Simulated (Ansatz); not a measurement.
Relaxation of AlBH₆O (9 atoms, charge 0, multiplicity 1), to a largest force component of 0.03 eV/Å in at most 50 steps.

Method: RKS PBE-D4/def2-SVP (Ansatz 0.2.0).

```xyz
9
Properties=species:S:1:pos:R:3
B 0.059 0.181 -0.054
H 0.024 0.457 1.116
H 1.113 0.184 -0.652
H -0.991 0.006 -0.644
O 0.092 -2.145 1.091
Al -0.747 -3.042 -0.144
H 0.140 -4.209 -0.758
H -2.281 -2.765 -0.499
H -0.249 -1.338 1.547
```

**Question.** Where does it end, and by what steps?

**Answer.** The run converged. After 11 steps the energy has fallen by 1.548 eV; H7 moved furthest, 0.92 Å. Joined: B1–O5 (2.59 → 1.56 Å), B1–Al6 (3.32 → 2.32 Å), H4–Al6 (3.10 → 1.78 Å).

```json
{"step": "0", "energy less start (eV)": "0.0000", "largest force component (eV/Å)": "0.872", "accepted": "yes"}
{"step": "1", "energy less start (eV)": "-0.1284", "largest force component (eV/Å)": "1.559", "accepted": "yes"}
{"step": "2", "energy less start (eV)": "-0.3340", "largest force component (eV/Å)": "1.476", "accepted": "yes"}
{"step": "3", "energy less start (eV)": "-0.5714", "largest force component (eV/Å)": "1.495", "accepted": "yes"}
{"step": "4", "energy less start (eV)": "-0.8422", "largest force component (eV/Å)": "0.833", "accepted": "yes"}
{"step": "5", "energy less start (eV)": "-1.1927", "largest force component (eV/Å)": "0.650", "accepted": "yes"}
{"step": "6", "energy less start (eV)": "-1.3955", "largest force component (eV/Å)": "0.701", "accepted": "yes"}
{"step": "7", "energy less start (eV)": "-1.5075", "largest force component (eV/Å)": "0.252", "accepted": "yes"}
{"step": "8", "energy less start (eV)": "-1.5199", "largest force component (eV/Å)": "0.362", "accepted": "yes"}
{"step": "9", "energy less start (eV)": "-1.5443", "largest force component (eV/Å)": "0.132", "accepted": "yes"}
{"step": "10", "energy less start (eV)": "-1.5456", "largest force component (eV/Å)": "0.144", "accepted": "yes"}
{"step": "11", "energy less start (eV)": "-1.5477", "largest force component (eV/Å)": "0.028", "accepted": "yes"}
```

```xyz
9
Properties=species:S:1:pos:R:3
B 0.165 -0.425 0.140
H -0.410 0.532 0.629
H 1.269 -0.271 -0.350
H -0.622 -0.788 -0.872
O 0.144 -1.673 1.080
Al -0.797 -2.477 -0.338
H 0.107 -3.420 -1.237
H -2.325 -2.669 0.065
H -0.368 -1.480 1.886
```

The run took 47 s on 1 thread of Intel(R) Xeon(R) Platinum 8259CL CPU @ 2.50GHz (Skylake/Cascade Lake), with other jobs on the host, peak memory 0.15 GiB.
